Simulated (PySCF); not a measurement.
Species: nitrogen trifluoride, NF₃.
SMILES: `FN(F)F`

The closed-shell ground state was solved at several levels (PySCF, density fitting, gas phase, non-relativistic). Geometry: PBE0-D3(BJ)/def2-SVP; no solvent, vibrations or thermal averaging.

```csv
level,basis functions,total energy (Eh),HOMO (eV),LUMO (eV),gap (eV),dipole (D)
B3LYP/def2-SVPD,89,-353.8295,-10.02,0.24,10.26,0.13
B3LYP/pcJ-1,108,-354.0783,-9.78,0.73,10.51,0.14
HF/pcSseg-2,144,-352.6878,-15.07,6.11,21.18,0.34
```

**Question.** Estimate the row for PBE0/pcSseg-1, a basis of 68 functions; the other rows only guide the guess.

**Answer.** Total energy -353.7171 Eh, HOMO -10.10 eV, LUMO 1.13 eV, gap 11.23 eV, dipole 0.13 D.

**Question.** Over all these levels, which gives the widest orbital gap and which the narrowest?

**Answer.** HF/pcSseg-2 (Hartree–Fock, all exact exchange) has the widest, 21.18 eV, and B3LYP/def2-SVPD (global hybrid, 20 % exact exchange) the narrowest, 10.26 eV. Functional and basis both differ between the two, so the spread mixes both effects.

**Question.** How far do the dipole and the HOMO energy spread over the levels?

**Answer.** The dipole runs from 0.13 to 0.34 D (mean 0.19 D) and the HOMO from -15.07 to -9.78 eV.
